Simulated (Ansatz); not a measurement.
CH7OSi, doublet: a relaxation.

The input file, in.yaml:

```yaml
crystal:
  periodic: [false, false, false]
  atoms:
    - {symbol: H, position_ang: [-0.380575, 1.021315, -1.571082]}
    - {symbol: C, position_ang: [0.275730, -0.570777, -1.085177]}
    - {symbol: O, position_ang: [-0.373194, -0.843356, 0.051599]}
    - {symbol: Si, position_ang: [-0.093069, -0.100262, 1.512394]}
    - {symbol: H, position_ang: [-0.620256, 1.533702, -1.680306]}
    - {symbol: H, position_ang: [-0.075632, -1.092758, -1.968369]}
    - {symbol: H, position_ang: [1.311785, -0.228782, -1.047228]}
    - {symbol: H, position_ang: [-0.689493, 1.256767, 1.540101]}
    - {symbol: H, position_ang: [1.373042, 0.003755, 1.732488]}
    - {symbol: H, position_ang: [-0.728437, -0.979506, 2.515579]}
basis:
  gaussian: {orbitals: def2-TZVP}
magnetization: {spin_polarized: true, initial_magnetization: 1}
hamiltonian: {xc: pbe0, dispersion: d4}
relax: {f_tol: 0.005, max_steps: 200}
```

Command:

```bash
ansatz run in.yaml --threads 4 --pin off --events-out ev --progress --plain --max-ram 9574MiB
```

What Ansatz 0.2.0 printed:

```
Functional definition: PBE0
  name "PBE0"
  cite "Adamo & Barone, J. Chem. Phys. 110, 6158 (1999) doi:10.1063/1.478522"
  cite "Perdew, Burke & Ernzerhof, Phys. Rev. Lett. 77, 3865 (1996) doi:10.1103/PhysRevLett.77.3865"
  parent pbe
  parameter a = 0.25
  parameter kappa = 0.804
  parameter beta = 0.06672455060314922
  exchange = (1 - a)*pbe_x(kappa = kappa, mu = beta*pi^2/3) + a*exact_x
  correlation = pbe_c(beta = beta)
907 factors; their error is unknown
mean field evaluation 1: about -11063.7263 eV, gradient 3.0e1 eV
mean field evaluation 2: about -11060.3992 eV, gradient 4.3e1 eV
mean field evaluation 4: about -11067.1232 eV, gradient 2.3e0 eV
mean field evaluation 8: about -11067.1451 eV, gradient 4.5e-2 eV
mean field evaluation 16: about -11067.1775 eV, gradient 3.4e-5 eV
mean field -11067.17745307 eV, -406.7112697982 hartree, gradient 1.5e-5 eV, S^2 0.754554; 0 other end points of the search recorded, 0 dependent functions left out
the calculation of the forces begins
reference -11067.17748686 eV, -406.7112710399 hartree; 18, 17 occupied and 123, 124 virtual orbitals, 907 factors
relax step   1: F+E_penalty+E_count = -11067.30536969 eV  Δ(F+E_penalty+E_count) = +0.000e0 eV  max|allowed force component| = 1.072e1 eV/Å  Δτ_max = 0.0000 Å  (29 SCF iters, accepted)
relax step   2: F+E_penalty+E_count = -11068.30515910 eV  Δ(F+E_penalty+E_count) = -9.998e-1 eV  max|allowed force component| = 1.717e0 eV/Å  Δτ_max = 0.1944 Å  (31 SCF iters, accepted)
relax step   3: F+E_penalty+E_count = -11068.43892463 eV  Δ(F+E_penalty+E_count) = -1.338e-1 eV  max|allowed force component| = 2.086e-1 eV/Å  Δτ_max = 0.1941 Å  (33 SCF iters, accepted)
relax step   4: F+E_penalty+E_count = -11068.48045166 eV  Δ(F+E_penalty+E_count) = -4.153e-2 eV  max|allowed force component| = 2.039e-1 eV/Å  Δτ_max = 0.2000 Å  (33 SCF iters, accepted)
relax step   5: F+E_penalty+E_count = -11068.48071565 eV  Δ(F+E_penalty+E_count) = -2.640e-4 eV  max|allowed force component| = 4.069e-1 eV/Å  Δτ_max = 0.1927 Å  (32 SCF iters, accepted)
relax step   6: F+E_penalty+E_count = -11068.50003008 eV  Δ(F+E_penalty+E_count) = -1.931e-2 eV  max|allowed force component| = 7.289e-2 eV/Å  Δτ_max = 0.1023 Å  (32 SCF iters, accepted)
relax step   7: F+E_penalty+E_count = -11068.50139711 eV  Δ(F+E_penalty+E_count) = -1.367e-3 eV  max|allowed force component| = 1.104e-1 eV/Å  Δτ_max = 0.0404 Å  (33 SCF iters, accepted)
relax step   8: F+E_penalty+E_count = -11068.50231625 eV  Δ(F+E_penalty+E_count) = -9.191e-4 eV  max|allowed force component| = 1.805e-2 eV/Å  Δτ_max = 0.0343 Å  (34 SCF iters, accepted)
relax step   9: F+E_penalty+E_count = -11068.50255540 eV  Δ(F+E_penalty+E_count) = -2.391e-4 eV  max|allowed force component| = 1.716e-2 eV/Å  Δτ_max = 0.0334 Å  (33 SCF iters, accepted)
relax step  10: F+E_penalty+E_count = -11068.50263293 eV  Δ(F+E_penalty+E_count) = -7.753e-5 eV  max|allowed force component| = 2.703e-2 eV/Å  Δτ_max = 0.0257 Å  (33 SCF iters, accepted)
relax step  11: F+E_penalty+E_count = -11068.50274577 eV  Δ(F+E_penalty+E_count) = -1.128e-4 eV  max|allowed force component| = 1.237e-2 eV/Å  Δτ_max = 0.0291 Å  (31 SCF iters, accepted)
relax step  12: F+E_penalty+E_count = -11068.50286999 eV  Δ(F+E_penalty+E_count) = -1.242e-4 eV  max|allowed force component| = 1.913e-2 eV/Å  Δτ_max = 0.0320 Å  (33 SCF iters, accepted)
relax step  13: F+E_penalty+E_count = -11068.50300244 eV  Δ(F+E_penalty+E_count) = -1.324e-4 eV  max|allowed force component| = 3.349e-2 eV/Å  Δτ_max = 0.0465 Å  (32 SCF iters, accepted)
relax step  14: F+E_penalty+E_count = -11068.50310753 eV  Δ(F+E_penalty+E_count) = -1.051e-4 eV  max|allowed force component| = 3.290e-2 eV/Å  Δτ_max = 0.0169 Å  (32 SCF iters, accepted)
relax step  15: F+E_penalty+E_count = -11068.50330203 eV  Δ(F+E_penalty+E_count) = -1.945e-4 eV  max|allowed force component| = 5.287e-2 eV/Å  Δτ_max = 0.0764 Å  (32 SCF iters, accepted)
relax step  16: F+E_penalty+E_count = -11068.50345686 eV  Δ(F+E_penalty+E_count) = -1.548e-4 eV  max|allowed force component| = 3.740e-2 eV/Å  Δτ_max = 0.0100 Å  (25 SCF iters, accepted)
relax step  17: F+E_penalty+E_count = -11068.50359249 eV  Δ(F+E_penalty+E_count) = -1.356e-4 eV  max|allowed force component| = 3.053e-2 eV/Å  Δτ_max = 0.0181 Å  (34 SCF iters, accepted)
relax step  18: F+E_penalty+E_count = -11068.50377564 eV  Δ(F+E_penalty+E_count) = -1.831e-4 eV  max|allowed force component| = 1.675e-2 eV/Å  Δτ_max = 0.0301 Å  (33 SCF iters, accepted)
relax step  19: F+E_penalty+E_count = -11068.50372927 eV  Δ(F+E_penalty+E_count) = +4.637e-5 eV  max|allowed force component| = 6.519e-2 eV/Å  Δτ_max = 0.0791 Å  (32 SCF iters, rejected (line search))
relax step  20: F+E_penalty+E_count = -11068.50393136 eV  Δ(F+E_penalty+E_count) = -1.557e-4 eV  max|allowed force component| = 1.658e-2 eV/Å  Δτ_max = 0.0382 Å  (33 SCF iters, accepted)
relax step  21: F+E_penalty+E_count = -11068.50396842 eV  Δ(F+E_penalty+E_count) = -3.706e-5 eV  max|allowed force component| = 4.528e-2 eV/Å  Δτ_max = 0.0596 Å  (32 SCF iters, accepted)
relax step  22: F+E_penalty+E_count = -11068.50409776 eV  Δ(F+E_penalty+E_count) = -1.293e-4 eV  max|allowed force component| = 2.655e-2 eV/Å  Δτ_max = 0.0059 Å  (26 SCF iters, accepted)
relax step  23: F+E_penalty+E_count = -11068.50419357 eV  Δ(F+E_penalty+E_count) = -9.581e-5 eV  max|allowed force component| = 6.572e-3 eV/Å  Δτ_max = 0.0160 Å  (34 SCF iters, accepted)
relax step  24: F+E_penalty+E_count = -11068.50429788 eV  Δ(F+E_penalty+E_count) = -1.043e-4 eV  max|allowed force component| = 1.207e-2 eV/Å  Δτ_max = 0.0434 Å  (32 SCF iters, accepted)
relax step  25: F+E_penalty+E_count = -11068.50412082 eV  Δ(F+E_penalty+E_count) = +1.771e-4 eV  max|allowed force component| = 5.384e-2 eV/Å  Δτ_max = 0.0983 Å  (32 SCF iters, rejected (line search))
relax step  26: F+E_penalty+E_count = -11068.50437411 eV  Δ(F+E_penalty+E_count) = -7.623e-5 eV  max|allowed force component| = 1.410e-2 eV/Å  Δτ_max = 0.0472 Å  (32 SCF iters, accepted)
relax step  27: F+E_penalty+E_count = -11068.50439747 eV  Δ(F+E_penalty+E_count) = -2.337e-5 eV  max|allowed force component| = 1.203e-2 eV/Å  Δτ_max = 0.0252 Å  (33 SCF iters, accepted)
relax step  28: F+E_penalty+E_count = -11068.50441547 eV  Δ(F+E_penalty+E_count) = -1.800e-5 eV  max|allowed force component| = 4.516e-3 eV/Å  Δτ_max = 0.0057 Å  (24 SCF iters, accepted)
relax step  29: F+E_penalty+E_count = -11068.50442167 eV  Δ(F+E_penalty+E_count) = -6.198e-6 eV  max|allowed force component| = 2.099e-3 eV/Å  Δτ_max = 0.0085 Å  (25 SCF iters, accepted)
relax step  30: F+E_penalty+E_count = -11068.50442439 eV  Δ(F+E_penalty+E_count) = -2.716e-6 eV  max|allowed force component| = 1.817e-3 eV/Å  Δτ_max = 0.0090 Å  (25 SCF iters, accepted)
Total energy: -11068.50445856 eV, -406.7600363501 hartree
Atom 0 at    -0.930232     1.513101    -1.691754 Å, force     0.000583    -0.000997     0.000315 eV/Å
Atom 1 at     0.583076    -0.835322    -1.015632 Å, force     0.001202    -0.000645     0.000102 eV/Å
Atom 2 at    -0.277924    -0.891850     0.022588 Å, force     0.000719     0.000836    -0.000114 eV/Å
Atom 3 at    -0.019605    -0.132902     1.474451 Å, force    -0.000637    -0.001817     0.000244 eV/Å
Atom 4 at    -1.393732     2.097869    -1.736717 Å, force    -0.000571     0.000912    -0.000346 eV/Å
Atom 5 at     0.260083    -1.343445    -1.913526 Å, force     0.000099     0.000094    -0.000289 eV/Å
Atom 6 at     1.632338    -0.635030    -0.822108 Å, force    -0.001768     0.000244     0.000054 eV/Å
Atom 7 at    -0.088155     1.341321     1.310642 Å, force     0.000141     0.001118    -0.000137 eV/Å
Atom 8 at     1.323509    -0.499913     1.997247 Å, force     0.001376     0.000079    -0.000321 eV/Å
Atom 9 at    -1.089457    -0.613731     2.374807 Å, force    -0.001143     0.000177     0.000490 eV/Å
Dipole moment:     0.132584     0.018416     0.085296 e Å

[the SCF lines of later steps are left out]
```

The lines “mean field evaluation” count trial sets of orbitals through the whole run, from several starts and some on an approximate energy, so they need not fall steadily or lie above the final value.

The run took about 58 s on 4 CPU threads of an Arm Neoverse V1 (shared host).
